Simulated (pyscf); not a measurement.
Insertion: :Ge=Se [singlet] + hydrogen (H₂) → H₂Ge=Se

Gas phase, singlet surface, charge 0. Bonds broken: H3–H4. Bonds formed: Ge1–H3, Ge1–H4. Optimised with ωB97X-D3(BJ)/def2-SVP in PySCF.

Transition state (Å):

```xyz
4

Ge     0.1626     0.4028    -0.8162
Se     2.2808     0.7764    -1.0078
H     -0.0304     0.4928     0.9240
H     -1.0851     0.2371     0.0707
```

One imaginary mode, 1579i cm⁻¹; descent along it reached the two sides named.

```csv
bond,change,reactant side (Å),saddle,product side
H3–H4,breaks,0.761,1.381,2.528
Ge1–H3,forms,3.3,1.753,1.537
Ge1–H4,forms,3.5,1.540,1.537
```

Electronic energies relative to the separated reactants (kcal/mol):

| level | barrier | reaction energy | reverse barrier |
|---|---|---|---|
| ωB97X-D3(BJ)/def2-TZVP | 67.6 | +2.3 | 65.3 |
| PBE/def2-TZVP | 59.6 | +6.2 | 53.4 |
| r²SCAN/def2-TZVP | 61.3 | +3.6 | 57.7 |
| B3LYP-D3(BJ)/def2-TZVP | 66.2 | +7.5 | 58.7 |
| PBE0-D3(BJ)/def2-TZVP | 61.9 | +2.3 | 59.6 |
| M06-2X/def2-TZVP | 67.2 | +4.3 | 62.8 |
| ωB97M-D3(BJ)/def2-TZVP | 67.8 | +5.7 | 62.1 |
| HF/def2-TZVP | 80.5 | +3.0 | 77.5 |

With ωB97M-D3(BJ)/def2-TZVP energies and thermal terms (ideal gas, 1 atm, RRHO with modes under 100 cm⁻¹ raised to 100, one conformer, R ln 2 for chiral ones without a mode under 150 cm⁻¹), in kcal/mol:

```
T (K)   ΔH‡   ΔG‡    ΔH     ΔG
-----  ----  ----  ----  -----
298    66.5  73.5  +7.0  +14.5
600    65.9  80.9  +6.5  +22.5
900    65.7  88.5  +6.5  +30.5
1200   65.7  96.1  +6.9  +38.4
```

The same reactants have a lower exit, to :HGe–SeH [singlet] (barrier +34.3 kcal/mol at ωB97M-D3(BJ)/def2-TZVP, against +67.8 kcal/mol here). This is the saddle that the search found; another between the same sides may lie lower. Elements up to Kr have no core potential and no relativistic terms here.
